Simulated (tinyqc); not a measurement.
Inside a calculation. Method: extended Hueckel theory, for N2-. The parameters take no account of the charge, which enters only through the electron count, and nothing here shows that the anion is bound. Computed by tinyqc, a small Python program that keeps every step (integrals from PySCF). Settings: charge = -1, K = 1.75, multiplicity = 2. Command: `OMP_NUM_THREADS=1 python tinyqc.py 29268 29269 out.jsonl` (the two numbers bound the seeds that draw the settings). One thread of a shared host (Intel(R) Xeon(R) Processor @ 2.60GHz), about 0.01 s of CPU time with the checks.

## Overlaps

Geometry (angstrom):

| atom | x | y | z |
|---|---|---|---|
| N | 0.00000 | 0.00000 | 0.00000 |
| N | 0.00000 | 0.00000 | 1.11000 |

Parameters chosen for this run:

| element | shell | Slater exponent | H_ii (eV) |
|---|---|---|---|
| N | 2s | 1.95000 | -26.00000 |
| N | 2p | 1.95000 | -13.40000 |

Slater orbitals, each expanded in six Gaussians scaled to its exponent.

overlap S, lower triangle:
```
           1N 2s   1N 2px   1N 2py    1N 2pz    2N 2s   2N 2px   2N 2py   2N 2pz
1N 2s    1.00000
1N 2px   0.00000  1.00000
1N 2py   0.00000  0.00000  1.00000
1N 2pz   0.00000  0.00000  0.00000   1.00000
2N 2s    0.44094  0.00000  0.00000   0.43515  1.00000
2N 2px   0.00000  0.27351  0.00000   0.00000  0.00000  1.00000
2N 2py   0.00000  0.00000  0.27351   0.00000  0.00000  0.00000  1.00000
2N 2pz  -0.43515  0.00000  0.00000  -0.32378  0.00000  0.00000  0.00000  1.00000
```

## Wolfsberg-Helmholz matrix

diagonal H_ii (eV): 1N 2s -26.00000, 1N 2px -13.40000, 1N 2py -13.40000, 1N 2pz -13.40000, 2N 2s -26.00000, 2N 2px -13.40000, 2N 2py -13.40000, 2N 2pz -13.40000

K = 1.75000

H_ij = K' S_ij (H_ii + H_jj)/2 for i != j (the diagonal keeps H_ii), with K' = 1.75.

H (eV), lower triangle:
```
            1N 2s     1N 2px     1N 2py     1N 2pz      2N 2s     2N 2px     2N 2py     2N 2pz
1N 2s   -26.00000
1N 2px    0.00000  -13.40000
1N 2py    0.00000    0.00000  -13.40000
1N 2pz    0.00000    0.00000    0.00000  -13.40000
2N 2s   -20.06277    0.00000    0.00000  -15.00171  -26.00000
2N 2px    0.00000   -6.41388    0.00000    0.00000    0.00000  -13.40000
2N 2py    0.00000    0.00000   -6.41388    0.00000    0.00000    0.00000  -13.40000
2N 2pz   15.00171    0.00000    0.00000    7.59262    0.00000    0.00000    0.00000  -13.40000
```

## Orbitals

valence electrons = 11

Solve H C = S C e through S^(-1/2); fill by pairs from the bottom, a degenerate level sharing its electrons equally; each orbital has its largest coefficient positive (the first on a tie).

orbital energies (eV): -32.00469  -19.94047  -15.55844  -15.55844  -13.49245  -9.61630  -9.61630  50.64811

occupations: 2.00000  2.00000  2.00000  2.00000  2.00000  0.50000  0.50000  0.00000

coefficients:
```
             MO1       MO2       MO3      MO4       MO5       MO6       MO7       MO8
1N 2s    0.57966   0.53682   0.00000  0.00000  -0.22188   0.00000   0.00000   1.22624
1N 2px   0.00000   0.00000   0.53465  0.32674   0.00000   0.80944  -0.18178   0.00000
1N 2py   0.00000   0.00000  -0.32674  0.53465   0.00000   0.18178   0.80944   0.00000
1N 2pz   0.02915  -0.44227   0.00000  0.00000   0.64690   0.00000   0.00000   1.13393
2N 2s    0.57966  -0.53682   0.00000  0.00000  -0.22188   0.00000   0.00000  -1.22624
2N 2px   0.00000   0.00000   0.53465  0.32674   0.00000  -0.80944   0.18178   0.00000
2N 2py   0.00000   0.00000  -0.32674  0.53465   0.00000  -0.18178  -0.80944   0.00000
2N 2pz  -0.02915  -0.44227   0.00000  0.00000  -0.64690   0.00000   0.00000   1.13393
```

sum of one-electron energies = -202.72529 eV

Within a degenerate level the vectors are fixed only up to a rotation; this is one choice.

## Mulliken analysis

P = C n C^T; charge = valence electrons (N 5) minus the sum of (P S)_ii on the atom; overlap population = 2 sum P_ij S_ij between two atoms.

charges: 1N -0.50000, 2N -0.50000

Overlap populations:

| pair | value |
|---|---|
| 2-1 | 1.329209 |
